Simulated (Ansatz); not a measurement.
# doublet [C2H8N2]+ at 5 levels

Wanted: a comparison of 5 runs (UHF/STO-3G, UHF/3-21G, UHF/6-31G*, UB3LYP/6-31G*, UCCSD/6-31G*) of doublet [C2H8N2]+. 

Program for the calculation: Ansatz 0.2.0.

13 further runs of the same task are left out: 13 set aside as unsound or not needed.

### Step 1. Starting point

[C2H8N2]+ has 12 atoms, charge +1, and is taken as a doublet. As SMILES of the parent species, `CN(C)N`. Geometry: relaxed at PBE0-D4/def2-TZVP. This is one conformer, not always the lowest. That shape belongs to the parent species and isn't relaxed for this state.

Bond lengths: C1–N2 1.444 Å, N2–C3 1.443 Å, N2–N4 1.411 Å, C1–H5 1.092 Å, C1–H6 1.107 Å, C1–H7 1.092 Å, C3–H8 1.092 Å, C3–H9 1.089 Å, C3–H10 1.105 Å, N4–H11 1.024 Å, N4–H12 1.013 Å. Some angles: C1–N2–C3 111.9°, C1–N2–N4 112.6°, C3–N2–N4 109.0°, N2–C1–H5 110.0°, N2–C1–H6 112.3°, N2–C1–H7 109.8°, N2–C3–H8 109.5°, N2–C3–H9 109.1°, N2–C3–H10 112.6°, N2–N4–H11 110.5°.

### Step 2. A single-point energy at UHF/STO-3G (run 1)

File run.yaml:

```yaml
crystal:
  periodic: [false, false, false]
  atoms:
    - symbol: C
      position_ang: [-0.952780, -0.799160, -0.047750]
    - symbol: N
      position_ang: [-0.054320, 0.204910, 0.471800]
    - symbol: C
      position_ang: [1.328950, -0.161040, 0.285210]
    - symbol: "N"
      position_ang: [-0.273210, 1.476640, -0.098810]
    - symbol: H
      position_ang: [-0.758940, -1.759430, 0.435710]
    - symbol: H
      position_ang: [-0.844930, -0.935230, -1.140790]
    - symbol: H
      position_ang: [-1.986150, -0.514420, 0.161870]
    - symbol: H
      position_ang: [1.527520, -1.105400, 0.796580]
    - symbol: H
      position_ang: [1.963760, 0.615630, 0.709740]
    - symbol: H
      position_ang: [1.595880, -0.285320, -0.780290]
    - symbol: H
      position_ang: [-0.434210, 1.395340, -1.106410]
    - symbol: H
      position_ang: [-1.111540, 1.867480, 0.313130]
basis:
  gaussian:
    orbitals: STO-3G
hamiltonian:
  xc: hf
output: {orbitals: {seedname: orbitals}}
accuracy: high
magnetization:
  spin_polarized: true
  initial_magnetization: 1
total_charge: 1
```

Command:

```bash
$ ansatz run run.yaml --threads 1 --pin off --max-ram 2610MiB --events-out events.jsonl --progress --plain --runs-dir runs
```

What it wrote:

```text
Warning: RAYON_NUM_THREADS=1 ignored (pool sized by the plan → 1); use --threads N
Functional definition: HF
  name "HF"
  exchange = exact_x
  correlation = 0
589 factors; integrals over basis functions are off by at most 2.4e-9 eV
mean field evaluation 1: about -5078.0311 eV, gradient 1.3e1 eV
mean field evaluation 2: about -5078.3141 eV, gradient 1.2e1 eV
mean field evaluation 4: about -5079.8483 eV, gradient 2.2e0 eV
mean field evaluation 8: about -5079.9567 eV, gradient 4.0e-3 eV
mean field evaluation 16: about -5078.3962 eV, gradient 7.8e0 eV
mean field -5079.95448740 eV, -186.6848840950 hartree, gradient 1.2e-8 eV, S^2 0.762117; 1 other end points of the search recorded, 0 dependent functions left out
reference -5079.95448740 eV, -186.6848840950 hartree; 17, 16 occupied and 11, 12 virtual orbitals, 589 factors
Total energy: -5079.95448740 eV, -186.6848840950 hartree
```

Run time: 0.45 s. Hardware: 1 thread of Arm Neoverse V1, shared host.

### Step 3. The energy at UHF/3-21G (run 2)

Edit run.yaml of step 2 so:

```diff
@@ -5,3 +5,3 @@
       position_ang: [-0.952780, -0.799160, -0.047750]
-    - symbol: N
+    - symbol: "N"
       position_ang: [-0.054320, 0.204910, 0.471800]
@@ -9,3 +9,3 @@
       position_ang: [1.328950, -0.161040, 0.285210]
-    - symbol: "N"
+    - symbol: N
       position_ang: [-0.273210, 1.476640, -0.098810]
@@ -29,7 +29,4 @@
   gaussian:
-    orbitals: STO-3G
-hamiltonian:
-  xc: hf
-output: {orbitals: {seedname: orbitals}}
-accuracy: high
+    orbitals: 3-21G.json
+total_charge: 1
 magnetization:
@@ -37,2 +34,6 @@
   initial_magnetization: 1
-total_charge: 1
+hamiltonian:
+  xc: hf
+accuracy: high
+output:
+  orbitals: {seedname: orbitals}
```

The basis set 3-21G is read from a file made from the Basis Set Exchange's data (not shown).

Command:

```bash
$ ansatz run run.yaml --threads 1 --pin off --max-ram 2610MiB --events-out events.jsonl --progress --plain --runs-dir runs
```

What it wrote:

```text
Warning: RAYON_NUM_THREADS=1 ignored (pool sized by the plan → 1); use --threads N
[... 4 set-up lines as earlier in the session ...]
1329 factors; integrals over basis functions are off by at most 3.4e-9 eV
mean field evaluation 1: about -5109.8092 eV, gradient 2.2e1 eV
mean field evaluation 2: about -5110.2702 eV, gradient 2.2e1 eV
mean field evaluation 4: about -5113.0206 eV, gradient 3.0e0 eV
mean field evaluation 8: about -5113.1727 eV, gradient 2.8e-1 eV
mean field evaluation 16: about -5113.1753 eV, gradient 2.1e-8 eV
mean field evaluation 32: about -5111.6753 eV, gradient 8.8e0 eV
mean field -5113.17532370 eV, -187.9057273113 hartree, gradient 1.8e-8 eV, S^2 0.764722; 1 other end points of the search recorded, 0 dependent functions left out
reference -5113.17532370 eV, -187.9057273113 hartree; 17, 16 occupied and 35, 36 virtual orbitals, 1329 factors
Total energy: -5113.17532370 eV, -187.9057273113 hartree
```

It took 1.3 s on 1 thread of Arm Neoverse V1, shared host; peak memory 0.13 GiB.

Runs 3 to 4 aren't shown in full; the table further down has their settings and results.

### Step 4. A single-point energy at UCCSD/6-31G(d) (spherical functions) (run 5)

File molecule.yaml:

```yaml
crystal:
  periodic: [false, false, false]
  atoms:
    - symbol: C
      position_ang: [-0.952780, -0.799160, -0.047750]
    - symbol: N
      position_ang: [-0.054320, 0.204910, 0.471800]
    - symbol: C
      position_ang: [1.328950, -0.161040, 0.285210]
    - symbol: N
      position_ang: [-0.273210, 1.476640, -0.098810]
    - symbol: H
      position_ang: [-0.758940, -1.759430, 0.435710]
    - symbol: H
      position_ang: [-0.844930, -0.935230, -1.140790]
    - symbol: H
      position_ang: [-1.986150, -0.514420, 0.161870]
    - symbol: H
      position_ang: [1.527520, -1.105400, 0.796580]
    - symbol: H
      position_ang: [1.963760, 0.615630, 0.709740]
    - symbol: H
      position_ang: [1.595880, -0.285320, -0.780290]
    - symbol: H
      position_ang: [-0.434210, 1.395340, -1.106410]
    - symbol: H
      position_ang: [-1.111540, 1.867480, 0.313130]
basis:
  gaussian:
    orbitals: 6-31G_st_-spherical.json
accuracy: high
magnetization:
  spin_polarized: true
  initial_magnetization: 1
scf:
  omitted_lower_state_checks: [cluster_reference, increment]
total_charge: 1
correlation:
  method: ccsd
  frozen_orbitals: {C: 1, H: 0, "N": 1}
```

The basis set 6-31G* is read from a file made from the Basis Set Exchange's data (not shown).

Command:

```bash
$ ansatz run molecule.yaml --threads 1 --pin off --max-ram 2610MiB --events-out events.jsonl --progress --plain --runs-dir runs
```

What it wrote:

```text
Warning: RAYON_NUM_THREADS=1 ignored (pool sized by the plan → 1); use --threads N
[... 12 lines left out ...]
4 core orbitals not correlated: weight in the atoms' cores, before any rotation towards them, 1.000 or more for the frozen orbitals, at most 0.000 for the correlated occupied ones
[... 30 lines left out ...]
Total energy: -5158.13456380 eV, -189.5579489104 hartree
Checks for a lower state left out: cluster_reference, increment
```

Wall time 41 s (1 thread of Arm Neoverse V1, shared host); peak memory 0.69 GiB.

### Step 5. The series

| run | level | Cartesian functions | frozen core orbitals | energy (Eh) | HOMO energy (eV) | LUMO energy (eV) | ⟨S²⟩ | wall time |
| --- | --- | --- | --- | --- | --- | --- | --- | --- |
| 1 | UHF/STO-3G | no | – | -186.684884 | -16.84 | -3.71 | 0.762 | 0.45 s |
| 2 | UHF/3-21G | no | – | -187.905727 | -17.66 | -5.26 | 0.765 | 1.3 s |
| 3 | UHF/6-31G* (spherical functions) | no | – | -188.953935 | -17.90 | -5.32 | 0.764 | 3.6 s |
| 4 | UB3LYP/6-31G* (Cartesian functions) | yes | – | -190.168997 | -13.49 | -11.12 | 0.754 | 14 s |
| 5 | UCCSD/6-31G* (spherical functions) | no | 4 | -189.557949 | – | – | 0.764 | 41 s |

### Step 6. What came out

```
                                          quantity          value
                               run 5: total energy  -189.55795 Eh
run 5: correlation energy (4 core orbitals frozen)     -604.0 mEh
          run 5: ⟨S²⟩ of the reference determinant          0.764
                              run 5: T1 diagnostic          0.023
```

In words: In run 1 the basis is minimal, so the values are rough. All runs together took 60 s, the longest 41 s.
